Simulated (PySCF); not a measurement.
Ligands exchanged one at a time, Al F-NH2. All species are isolated molecules in the gas phase. Strings in code marks are SMILES.

The LUMO from two functionals at the same geometries (B3LYP-D3(BJ)/def2-TZVP), both in PySCF: PBE-D3(BJ)/def2-TZVP and B3LYP-D3(BJ)/def2-TZVP. B3LYP has the VWN-RPA correlation part, as in Gaussian. 

```json
[
 {"species": "0 of 3 F replaced by NH2 (`[F][Al]([F])[F]`)", "B3LYP-D3(BJ)/def2-TZVP (eV)": "-1.92"},
 {"species": "1 of 3 F replaced by NH2", "B3LYP-D3(BJ)/def2-TZVP (eV)": "-1.04"},
 {"species": "2 of 3 F replaced by NH2 (`[NH2][Al]([NH2])[F]`)", "B3LYP-D3(BJ)/def2-TZVP (eV)": "-0.42"},
 {"species": "3 of 3 F replaced by NH2", "B3LYP-D3(BJ)/def2-TZVP (eV)": "-0.02"}
]
```

### Question
What does PBE-D3(BJ)/def2-TZVP give for each?

### Answer

- 0 of 3 F replaced by NH2 (`[F][Al]([F])[F]`): -2.42
- 1 of 3 F replaced by NH2: -1.54
- 2 of 3 F replaced by NH2 (`[NH2][Al]([NH2])[F]`): -0.91
- 3 of 3 F replaced by NH2: -0.50
Over these rows, drawn at random from the members with no instability flagged (it was tested for open shells, ions and some series alone), PBE minus B3LYP-D3(BJ): mean -0.50 eV, from -0.51 eV to -0.48 eV.
